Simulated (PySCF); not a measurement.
Species: C3H3F3.
Numbering: `[F:1]/[CH:2]=[C:3](/[F:4])[CH2:5][F:6]` (hydrogens: H7 on C2; H8, H9 on C5)

The same species was optimised twice, with GFN2-xTB and with PBE0-D3(BJ)/def2-SVP (PySCF), and the same property calculations (PySCF, gas phase) were run on both structures.

| coordinate | GFN2-xTB | PBE0-D3(BJ)/def2-SVP | change |
| --- | --- | --- | --- |
| C3–C5 (Å) | 1.499 | 1.483 | -0.016 |
| C3–F4 (Å) | 1.345 | 1.334 | -0.011 |
| C2=C3 (Å) | 1.326 | 1.333 | +0.007 |
| F1–C2 (Å) | 1.333 | 1.328 | -0.005 |
| C2–C3–F4 (°) | 118.0 | 118.7 | +0.7 |
| C2–C3–C5 (°) | 126.8 | 126.2 | -0.6 |
| F1–C2–C3 (°) | 121.2 | 121.5 | +0.3 |
| F4–C3–C5 (°) | 115.2 | 115.1 | -0.1 |
| C2–C3–C5–F6 (°) | 95 | 115 | +20 |

Rotational constants: A = 4360, B = 2910, C = 1899 MHz (GFN2-xTB) against A = 4917, B = 2676, C = 1861 MHz (PBE0-D3(BJ)/def2-SVP). Point groups within 0.08 Å: C1 and C1. End groups have turned between the structures, so F6, H8, H9 are left out of the comparison.

On the GFN2-xTB structure: lowest singlet, TDDFT (eV) 7.04 [CAM-B3LYP/def2-SVPD]; lowest triplet, Tamm–Dancoff (eV) 4.11 [CAM-B3LYP/def2-SVPD]; isotropic polarisability (au) 40.1 [CAM-B3LYP/def2-SVPD]; HOMO (eV) -9.34 [CAM-B3LYP/def2-SVPD]; LUMO (eV) 0.49 [CAM-B3LYP/def2-SVPD]; dipole (D) 1.79 [CAM-B3LYP/def2-SVPD]; HOMO (eV) -7.78 [PBE0/pcSseg-1]; LUMO (eV) -0.34 [PBE0/pcSseg-1]; dipole (D) 1.76 [PBE0/pcSseg-1]; GIAO shielding of F1 (ppm) 345.2 [PBE0/pcSseg-1]; GIAO shielding of C2 (ppm) 33.0 [PBE0/pcSseg-1]; GIAO shielding of C3 (ppm) 23.8 [PBE0/pcSseg-1]; GIAO shielding of F4 (ppm) 338.2 [PBE0/pcSseg-1]; GIAO shielding of C5 (ppm) 108.1 [PBE0/pcSseg-1]; GIAO shielding of F6 (ppm) 411.0 [PBE0/pcSseg-1].

Question: What do these properties become on the PBE0-D3(BJ)/def2-SVP structure?

Answer: 
| property | level | on GFN2-xTB | on PBE0-D3(BJ)/def2-SVP | change |
| --- | --- | --- | --- | --- |
| lowest singlet, TDDFT (eV) | CAM-B3LYP/def2-SVPD | 7.04 | 7.02 | -0.02 |
| lowest triplet, Tamm–Dancoff (eV) | CAM-B3LYP/def2-SVPD | 4.11 | 4.10 | -0.01 |
| isotropic polarisability (au) | CAM-B3LYP/def2-SVPD | 40.1 | 40.4 | +0.3 |
| HOMO (eV) | CAM-B3LYP/def2-SVPD | -9.34 | -9.26 | +0.08 |
| LUMO (eV) | CAM-B3LYP/def2-SVPD | 0.49 | 0.56 | +0.07 |
| dipole (D) | CAM-B3LYP/def2-SVPD | 1.79 | 1.86 | +0.07 |
| energy, GFN2-xTB geometry as zero (kcal/mol) | CAM-B3LYP/def2-SVPD | 0.0 | -0.4 | -0.4 |
| HOMO (eV) | PBE0/pcSseg-1 | -7.78 | -7.71 | +0.07 |
| LUMO (eV) | PBE0/pcSseg-1 | -0.34 | -0.25 | +0.09 |
| dipole (D) | PBE0/pcSseg-1 | 1.76 | 1.82 | +0.06 |
| energy, GFN2-xTB geometry as zero (kcal/mol) | PBE0/pcSseg-1 | 0.0 | -0.5 | -0.5 |
| GIAO shielding of F1 (ppm) | PBE0/pcSseg-1 | 345.2 | 348.0 | +2.8 |
| GIAO shielding of C2 (ppm) | PBE0/pcSseg-1 | 33.0 | 34.2 | +1.2 |
| GIAO shielding of C3 (ppm) | PBE0/pcSseg-1 | 23.8 | 24.9 | +1.1 |
| GIAO shielding of F4 (ppm) | PBE0/pcSseg-1 | 338.2 | 342.9 | +4.7 |
| GIAO shielding of C5 (ppm) | PBE0/pcSseg-1 | 108.1 | 110.3 | +2.2 |
| GIAO shielding of F6 (ppm) | PBE0/pcSseg-1 | 411.0 | 420.6 | +9.6 |

The heavy atoms differ by 0.125 Å rms after alignment. Among the bonds compared C3–C5 changes most (-0.016 Å). Changes are differences of the printed values. Neither structure is proved a minimum here.

Conformer computed: `[F:1]/[CH:2]=[C:3](/[F:4])[CH2:5][F:6]`: C2–C3–C5–F6 115°.
